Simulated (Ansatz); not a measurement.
# C3H9NO: the cost of one run

All numbers below are computed with Ansatz 0.2.0 (RKS PBE/def2-mTZVP).

## Step 1: The structure to begin with

Bond lengths: C1–O2 1.375 Å, O2–C3 1.412 Å, C3–C4 1.493 Å, C4–N5 1.473 Å, C1–H6 1.079 Å, C1–H7 1.146 Å, C1–H8 1.067 Å, C3–H9 1.144 Å, C3–H10 1.126 Å, C4–H11 1.182 Å, C4–H12 1.074 Å, N5–H13 0.977 Å, N5–H14 1.048 Å. Angles (14 of 22 angles, heavy atoms first): C1–O2–C3 110.5°, O2–C3–C4 115.5°, C3–C4–N5 114.3°, O2–C1–H6 115.0°, O2–C1–H7 106.5°, O2–C1–H8 112.3°, O2–C3–H9 110.2°, O2–C3–H10 106.7°, C4–C3–H9 113.8°, C4–C3–H10 106.7°, C3–C4–H11 106.2°, C3–C4–H12 113.2°, N5–C4–H11 105.4°, N5–C4–H12 112.1°.

As a file:

```xyz
14

C    -1.1297    1.2603    0.7147
O     0.1472    1.1917    0.2095
C     0.7484   -0.0394    0.5521
C     0.3710   -1.2009   -0.3071
N     0.4290   -0.9300   -1.7535
H    -1.1974    1.2100    1.7899
H    -1.5263    2.3031    0.4540
H    -1.7938    0.5821    0.2284
H     0.6320   -0.2374    1.6723
H     1.8597    0.1005    0.4384
H    -0.7663   -1.4255   -0.0755
H     0.8861   -2.1064   -0.0444
H     1.3627   -0.7381   -1.9673
H    -0.0355    0.0009   -1.8824
```

## Step 2: Relaxing end A

The input, input.yaml:

```yaml
crystal:
  periodic: [false, false, false]
  atoms:
    - { symbol: C, position_ang: [-1.1297, 1.2603, 0.7147] }
    - { symbol: O, position_ang: [0.1472, 1.1917, 0.2095] }
    - { symbol: C, position_ang: [0.7484, -0.0394, 0.5521] }
    - { symbol: C, position_ang: [0.371, -1.2009, -0.3071] }
    - { symbol: "N", position_ang: [0.429, -0.93, -1.7535] }
    - { symbol: H, position_ang: [-1.1974, 1.21, 1.7899] }
    - { symbol: H, position_ang: [-1.5263, 2.3031, 0.454] }
    - { symbol: H, position_ang: [-1.7938, 0.5821, 0.2284] }
    - { symbol: H, position_ang: [0.632, -0.2374, 1.6723] }
    - { symbol: H, position_ang: [1.8597, 0.1005, 0.4384] }
    - { symbol: H, position_ang: [-0.7663, -1.4255, -0.0755] }
    - { symbol: H, position_ang: [0.8861, -2.1064, -0.0444] }
    - { symbol: H, position_ang: [1.3627, -0.7381, -1.9673] }
    - { symbol: H, position_ang: [-0.0355, 0.0009, -1.8824] }
basis:
  gaussian: { orbitals: def2-mTZVP }
hamiltonian:
  xc: pbe
relax:
  f_tol: 0.015
  max_steps: 40
```

Launch:

```bash
$ ansatz run input.yaml --threads 2 --pin off --max-ram 3072MiB --backend cpu --events-out ev --progress --plain --runs-dir out
```

Q: Estimate wall time and peak memory on 2 threads of Arm Neoverse V1, shared host.

About 18 s, with a peak of 0.16 GiB.
